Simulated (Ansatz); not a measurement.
## H2Si–Ge, triplet: reading a ladder of total energies

Geometry: a PBE0/def2-TZVP stationary point for this spin, not checked as a minimum.

```yaml
atoms:
  - { symbol: Si, position_ang: [0.0000, 0.0000, 1.6381] }
  - { symbol: Ge, position_ang: [0.0000, 0.0000, -0.7039] }
  - { symbol: H, position_ang: [0.0000, 1.1919, 2.5412] }
  - { symbol: H, position_ang: [0.0000, -1.1919, 2.5412] }
```

Basis cc-pVDZ; Ansatz 0.2.0. Correlated methods freeze the noble-gas cores and the filled d shells of p-block atoms, which leaves 10 electrons in 36 orbitals. R marks a restricted (for open shells ROHF) determinant, U an unrestricted one. No spin–orbit coupling is included, and no scalar relativity.

Full CI isn't at hand for all of this; UCCSDT(Q) serves as the reference, and is uncertain by about the last step of the cluster series.

Runs differ by some tens of microhartree through their thresholds and, for an open shell, their frozen cores, so steps under 0.03 kcal/mol mean nothing.

```json
{"level": "UHF", "total energy (hartree)": "-2365.367978"}
{"level": "UMP2", "total energy (hartree)": "-2365.511640"}
{"level": "UCCSD", "total energy (hartree)": "-2365.548600"}
{"level": "UCCSD(T)", "total energy (hartree)": "-2365.554443"}
{"level": "UCCSDT", "total energy (hartree)": "-2365.555814"}
{"level": "UCCSDT(Q)", "total energy (hartree)": "-2365.556148"}
```

What is the correlation energy at UCCSDT(Q), and what share of it do UMP2 and UCCSD recover?

E(corr) = -2365.556148 − (-2365.367978) = -0.188170 hartree = -5.120 eV. UMP2: -0.143662 / -0.188170 = 76.35 %. UCCSD: -0.180622 / -0.188170 = 95.99 %.

By how many kcal/mol does UCCSD(T) miss UCCSDT(Q) (1 hartree = 627.509 kcal/mol), and which steps make up the rest?

-2365.554443 − (-2365.556148) = 0.001705 hartree = 1.07 kcal/mol. Steps: UCCSDT − UCCSD(T) = -0.86, UCCSDT(Q) − UCCSDT = -0.21 kcal/mol. Differences between like states or geometries often cancel part of this.
